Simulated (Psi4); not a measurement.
Psi4 input (wB97X-D/6-31G*):

```
memory 1500 MB

molecule {
-1 1
O    -0.00000000   -0.00000000   -0.10780207
H     0.00000000    0.00000000    0.86241659
symmetry c1
no_reorient
no_com
}

set {
  basis 6-31G*
  reference rks
  scf_type pk
  dft_radial_points 99
  dft_spherical_points 590
  e_convergence 1e-8
  d_convergence 1e-7
  maxiter 150
}

e = energy('wb97x-d')
print_out(f'\nFINAL {e:.10f} DIPOLE {variable("CURRENT DIPOLE")[0]:.6f} {variable("CURRENT DIPOLE")[1]:.6f} {variable("CURRENT DIPOLE")[2]:.6f}\n')
```

From the last part of the output:

```
   @RKS iter   2:   -75.42725139267115    1.64165e-02   5.10106e-02 ADIIS/DIIS
   @RKS iter   3:   -75.69769161271630   -2.70440e-01   1.02672e-03 ADIIS/DIIS
   @RKS iter   4:   -75.69784667821521   -1.55065e-04   3.24029e-04 ADIIS/DIIS
   @RKS iter   5:   -75.69786351940155   -1.68412e-05   5.71938e-05 DIIS
   @RKS iter   6:   -75.69786423019718   -7.10796e-07   7.40491e-06 DIIS
   @RKS iter   7:   -75.69786425425926   -2.40621e-08   3.88646e-07 DIIS
   @RKS iter   8:   -75.69786425430424   -4.49774e-11   2.50008e-08 DIIS
  Energy and wave function converged.

  ==> Post-Iterations <==

   Electrons on quadrature grid:
      Ntotal   =   10.0000000024 ; deviation = 2.405e-09

    Orbital Energies [Eh]
    ---------------------

    Doubly Occupied:

       1A    -18.786209     2A     -0.586433     3A     -0.081463
       4A      0.072830     5A      0.072830

    Virtual:

       6A      0.501935     7A      1.302793     8A      1.324514
       9A      1.395793    10A      1.395793    11A      1.596486
      12A      2.290770    13A      2.290770    14A      2.354571
      15A      2.354571    16A      2.970114    17A      3.948154

    Final Occupation by Irrep:
              A
    DOCC [     5 ]
    NA   [     5 ]
    NB   [     5 ]

  @RKS Final Energy:   -75.69786425430424

   => Energetics <=

    Nuclear Repulsion Energy =              4.3633645279096163
    One-Electron Energy =                -117.1449895141468289
    Two-Electron Energy =                  43.5077062254929672
    DFT Exchange-Correlation Energy =      -6.4239448879430192
    Empirical Dispersion Energy =          -0.0000006056169574
    VV10 Nonlocal Energy =                  0.0000000000000000
    Total Energy =                        -75.6978642543042355

Computation Completed

Properties will be evaluated at   0.000000,   0.000000,   0.000000 [a0]

Properties computed using the SCF density matrix

 Multipole Moments:

 ------------------------------------------------------------------------------------
     Multipole            Electronic (a.u.)      Nuclear  (a.u.)        Total (a.u.)
 ------------------------------------------------------------------------------------

 L = 1.  Multiply by 2.5417464519 to convert [e a0] to [Debye]
 Dipole X            :         -0.0000000            0.0000000           -0.0000000
 Dipole Y            :          0.0000000            0.0000000            0.0000000
 Dipole Z            :          0.5167586            0.0000001            0.5167587
 Magnitude           :                                                    0.5167587

 ------------------------------------------------------------------------------------

FINAL -75.6978642543 DIPOLE -0.000000 0.000000 0.516759

*** Psi4 exiting successfully. Buy a developer a beer!
```

The dipole moment of an ion depends on the origin.
